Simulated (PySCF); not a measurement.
Gas-phase reaction: 5 CH3SiH → H3SiCCH + 4 SiH2 + C3H8

Energies from PySCF, thermal terms from the rigid-rotor harmonic-oscillator model, ideal gas at 1 bar. † marks an energy on the PBE0/def2-TZVP geometry and frequencies; other levels use their own. 6-31G* has spherical d functions here. All species are closed-shell singlets. CH3SiH: computed as isolated molecules; such fragments, hydroxides, amides, oligomers or adducts are transient or little studied in the gas. The harmonic model lacks anharmonicity and excited electronic states, which grow with temperature; levels with a mode under 35 cm⁻¹ are left out. Internal rotation in CH3SiH, C3H8 is treated as a harmonic vibration of one conformer, which makes the entropy rough.

```json
[
 {"level": "HF/6-31G*", "ΔE electronic, kJ": "144", "ΔH°(298 K), kJ": "106", "ΔS°(298 K), J/K": "73", "ΔG°(1000 K), kJ": "36"},
 {"level": "M06-2X/def2-TZVP†", "ΔE electronic, kJ": "216", "ΔH°(298 K), kJ": "181", "ΔS°(298 K), J/K": "61", "ΔG°(1000 K), kJ": "125"},
 {"level": "PBE/def2-TZVP†", "ΔE electronic, kJ": "229", "ΔH°(298 K), kJ": "194", "ΔS°(298 K), J/K": "61", "ΔG°(1000 K), kJ": "138"},
 {"level": "PBE0/def2-QZVP†", "ΔE electronic, kJ": "235", "ΔH°(298 K), kJ": "200", "ΔS°(298 K), J/K": "61", "ΔG°(1000 K), kJ": "144"},
 {"level": "LDA/def2-TZVP†", "ΔE electronic, kJ": "274", "ΔH°(298 K), kJ": "239", "ΔS°(298 K), J/K": "61", "ΔG°(1000 K), kJ": "183"}
]
```
ΔH° is lowest at HF/6-31G* and highest at LDA/def2-TZVP†. No reference value is set beside these.
